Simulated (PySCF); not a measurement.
methanethiol (CH₄S), SMILES SC. Geometry: B3LYP-D3(BJ)/def2-TZVP.

The numbers are results of B3LYP-D3(BJ)/def2-TZVP (PySCF), not measurements.

Harmonic wavenumbers (cm⁻¹): 240, 699, 801, 973, 1099, 1360, 1476, 1490, 2671, 3053, 3133, 3136. Rotational constants (GHz): 103.2, 12.84, 12.31; symmetry number 1.

Problem. Work out the zero-point energy and the ideal-gas rigid-rotor harmonic-oscillator thermochemistry at 298.15 K and 1 atm.

Solution. ZPE = ½ Σ hcν = ½ × 20132 cm⁻¹ = 28.78 kcal/mol. H − E(el) = 31.64 kcal/mol. Entropy in cal/(mol K): translation 37.54, rotation 20.52, vibration 2.53, total 60.58. G − E(el) = 13.58 kcal/mol. Cp = 12.18 cal/(mol K).
